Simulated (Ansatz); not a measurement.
This Ansatz (a first-principles code) input (r2SCAN/def2-TZVPD) gives -39.82799 Eh with 64 basis functions.

Ansatz 0.2 input:
```yaml
crystal:
  periodic: [false, false, false]
  atoms:
    - {symbol: C, position_ang: [-0.00000000, -0.00000000, -0.00000000]}
    - {symbol: H, position_ang: [0.00360111, 1.07859343, -0.02702022]}
    - {symbol: H, position_ang: [0.93257816, -0.54247981, 0.01097634]}
    - {symbol: H, position_ang: [-0.93617928, -0.53611362, 0.01604388]}
basis:
  gaussian:
    orbitals: def2-TZVPD
hamiltonian:
  xc: {name: r2SCAN}
magnetization: {spin_polarized: true, initial_magnetization: 1}
```

Change:
```diff
- orbitals: def2-TZVPD
+ orbitals: aug-cc-pVQZ
```

**Question.** What does the run give now?

**Answer.** -39.83122 Eh (r2SCAN/aug-cc-pVQZ, 218 functions), a change of -3.23 mEh.
